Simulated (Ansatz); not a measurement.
A nudged elastic band was laid between two geometries of CH2F2 + H (6 atoms, charge 0, multiplicity 2).

Method: Ansatz 0.2.0, UKS B3LYP/def2-SVP.

```yaml
movable_images: 9
climbing_image: yes
spring: 5.0 eV/Å²
optimiser: quadratic models (default)
start_path: through a guess of the saddle point
force_threshold: 0.05 eV/Å
iteration_limit: 60
end_points: relaxed
```

Initial state:

```xyz
6
Properties=species:S:1:pos:R:3
H 0.486 -0.195 -0.003
C -0.517 0.243 -0.164
F -1.455 -0.651 0.219
F -0.634 1.361 0.587
H 2.805 -1.264 0.587
H -0.684 0.506 -1.225
```

Final state:

```xyz
6
Properties=species:S:1:pos:R:3
H 1.839 -0.818 0.348
C -0.875 0.377 -0.090
F -1.886 -0.451 0.124
F -1.070 1.552 0.489
H 2.544 -1.096 0.271
H -0.552 0.437 -1.142
```

Problem. Which bonds break or form, and what moves?

Solution. Bonds broken: H1–C2. Bonds formed: H1–H5. CH2F2 + H becomes CHF2 + H2.

Problem. Give the energies along the band, and the barrier.

Solution. It converged. The highest image is number 4 of 0 to 10, 0.257 eV above the first end and 0.421 eV above the last; the last end lies 0.164 eV below the first. A vibrational analysis at the climbing image gives one clearly imaginary mode, 1241i cm⁻¹: a first-order saddle point.

```
image  path coordinate (Å)  energy (eV)  H1–C2 (Å)  H1–H5 (Å)
    0                 0.00        0.000       1.11       2.62
    1                 0.35        0.003       1.11       2.23
    2                 0.71        0.022       1.11       1.85
    3                 1.06        0.088       1.13       1.45
    4                 1.41        0.257       1.36       0.95
    5                 1.74        0.077       1.76       0.79
    6                 2.08       -0.056       2.05       0.77
    7                 2.41       -0.122       2.34       0.76
    8                 2.74       -0.151       2.61       0.76
    9                 3.07       -0.161       2.84       0.76
   10                 3.40       -0.164       3.00       0.76
```

Problem. What is the geometry of the highest image?

Solution. 
```xyz
6
Properties=species:S:1:pos:R:3
H 0.857 -0.371 0.108
C -0.372 0.175 -0.120
F -1.279 -0.726 0.261
F -0.458 1.275 0.628
H 1.704 -0.757 0.320
H -0.451 0.405 -1.198
```

Problem. What are the harmonic wavenumbers there?

Solution. 1241i, 281, 358, 552, 1075, 1165, 1169, 1201, 1267, 1393, 1616, 3071 cm⁻¹.

The band took 9 iterations and about 90 core-seconds.

Time of the run: 90 s on 1 thread of Intel(R) Xeon(R) 6975P-C (Granite Rapids), with other jobs on the host, peak memory 0.14 GiB.
